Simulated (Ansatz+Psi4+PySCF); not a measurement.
Values are calculated unless marked as measured or tabulated.
A run of Psi4 1.11 on doublet MgF at this shape:

```xyz
2

Mg    0.0000    0.0000    0.0000
F    -0.8419    1.0665    1.1028
```

Its results:

```json
{"Converged": "yes", "Total energy": "-299.14471 hartree", "Spin squared of the determinant": "0.750", "Occupied orbitals by symmetry in an Abelian subgroup (alpha; beta)": "7 A1 2 B1 2 B2; 6 A1 2 B1 2 B2"}
```

Question: Which input gives this output? Name the method, the orbitals and the basis set, and write the input.

Answer: ROHF in cc-pVTZ on F; cc-pCVTZ on Mg.

```
molecule {
0 2
Mg 0.000000 0.000000 0.000000
F -0.841900 1.066500 1.102800
}

basis {
assign F cc-pVTZ
assign Mg cc-pCVTZ
}
set reference rohf
set scf_type pk
energy('scf')
```
